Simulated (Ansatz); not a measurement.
A run of Ansatz (development build ahead of 0.2.0) on singlet CH3O(-) at this shape:

```xyz
5

C    -0.0008   -0.0002   -0.5075
O     0.0000    0.0009    0.7818
H     0.0008   -1.0301   -1.0673
H    -0.8915    0.5154   -1.0673
H     0.8918    0.5158   -1.0682
```

Its results:

```
Converged                       : yes
Reference energy                : -114.44015 hartree
Correlation energy              : -0.43917 hartree
Total energy                    : -114.87932 hartree
Spin squared of the determinant : 0.000
```

**Question.** Which input gives this output? Name the method, the orbitals and the basis set, and write the input.

**Answer.** RHF-MP2 in cc-pVTZ. An unrestricted run that stays on the closed shell gives the same numbers.

```yaml
crystal:
  periodic: [false, false, false]
  atoms:
    - { symbol: C, position_ang: [-0.00084, -0.00019, -0.50749] }
    - { symbol: O, position_ang: [1.0e-05, 0.00092, 0.78177] }
    - { symbol: H, position_ang: [0.00079, -1.03011, -1.06726] }
    - { symbol: H, position_ang: [-0.89155, 0.51537, -1.06733] }
    - { symbol: H, position_ang: [0.89175, 0.51576, -1.06819] }
basis:
  gaussian: { orbitals: cc-pVTZ }
total_charge: -1
hamiltonian:
  xc: hf
correlation:
  method: mp2
  frozen_orbitals: { C: 1, H: 0, O: 1 }
```

Caution: no diffuse functions for an anion.
